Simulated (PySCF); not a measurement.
BeH, SMILES [BeH], multiplicity 2.

The structure is a stationary point at PBE0-D3(BJ)/def2-TZVPD. The multiplicity is an assumed one; other spin states were not compared.

Two levels are set side by side: PBE/def2-TZVPD (PySCF) and CAM-B3LYP/def2-TZVPD (PySCF). Same geometry, gas phase. Differences are taken from unrounded values.

| quantity | CAM-B3LYP | PBE | PBE minus CAM-B3LYP |
|---|---|---|---|
| α-spin orbital gap (eV) | 6.58 | 2.52 | -4.06 |
| β-spin orbital gap (eV) | 9.62 | 5.60 | -4.02 |
| dipole moment (D) | 0.29 | 0.25 | -0.04 |
| mean polarisability (bohr³) | 32.2 | 33.5 | 1.3 |

PBE's more diffuse valence density responds more strongly to a field. Differences between two approximate levels are no errors against the true value.

Rough cost on one machine, each run with all the roots and properties that it gave: CAM-B3LYP against PBE within a factor of 2.
